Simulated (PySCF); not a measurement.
Diatomics with 21 electrons

PBE0 in PySCF with def2-TZVPPD on every atom, for the lowest determinant that a PBE0 search found; no spin–orbit coupling. All have 21 electrons, 9 of them in the valence shells, and the same state, a doublet (σ ↑). For ions De leads to the atom and ion picked by measured ionisation energies and electron affinities.

| species | difference of nuclear charges | Re (Å) | ωe (cm⁻¹) | k (mdyn/Å) | De (eV) | dissociates to |
| --- | --- | --- | --- | --- | --- | --- |
| BP⁻ | 10 | 1.692 | 1063 | 5.41 | n/a | B + P⁻ |
| AlO | 5 | 1.619 | 967 | 5.54 | 5.06 | Al + O |
| AlF⁺ | 4 | 1.601 | 935 | 5.74 | 3.29 | Al⁺ + F |
| SiO⁺ | 6 | 1.516 | 1158 | 8.04 | 4.71 | Si⁺ + O |
| BCl⁺ | 12 | 1.596 | 1154 | 6.57 | 4.28 | B⁺ + Cl |

(1) Which member of the whole set has the stiffest bond, and how does it compare with the softest?

For an ion De counts to the pair picked by the measured ionisation energies or electron affinities, which need not be the lowest pair at this level. States were picked by a PBE0 search and need not be the measured ground states.

Results:

(1) SiO⁺ with k = 8.04 mdyn/Å, 1.5 times that of BP⁻.
